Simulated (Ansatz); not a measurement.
allene (SMILES C=C=C) moved off its minimum; all values from Ansatz (an electronic-structure program), cores frozen in correlated methods.
(charge 0, multiplicity 1)
```xyz
7

C      1.3133     0.0001     0.0293
C     -0.0051    -0.0274    -0.0139
C     -1.3252     0.0474     0.0073
H      1.8920    -0.6742    -0.5782
H      1.8988     0.7488     0.7204
H     -1.8288     0.6928    -0.8078
H     -1.8640    -0.6444     0.6846
```

```csv
level,largest force (eV/Å),on atom,rms difference from CCSD(T)/cc-pVTZ (eV/Å),dipole (D)
HF/def2-TZVPP,2.96,H5,0.410,0.07
PBE/def2-TZVPP,2.19,H5,0.231,0.07
r2SCAN/def2-TZVPP,2.44,H5,0.264,0.07
B3LYP/def2-TZVPP,2.47,H5,0.268,0.07
wB97M-V/def2-TZVPP,2.56,H5,0.247,0.07
MP2/cc-pVTZ,2.61,H5,0.075,0.06
CCSD(T)/cc-pVTZ,2.48,H5,0.000,0.06
```

The differences count from one level among others, with limits of its own. Forces at CCSD(T)/cc-pVTZ (eV/Å):

```
atom      Fx      Fy      Fz
----  ------  ------  ------
C1     0.699   1.436   1.329
C2     0.118   0.470   0.303
C3    -0.241   0.187  -1.195
H4     0.197  -0.123  -0.083
H5    -1.321  -1.542  -1.428
H6     0.543  -1.188   1.680
H7     0.005   0.759  -0.606
```

Doubts at one or more of the structures used: a restricted determinant that unrestricted orbitals would lower (MP2/cc-pVTZ, CCSD(T)/cc-pVTZ).
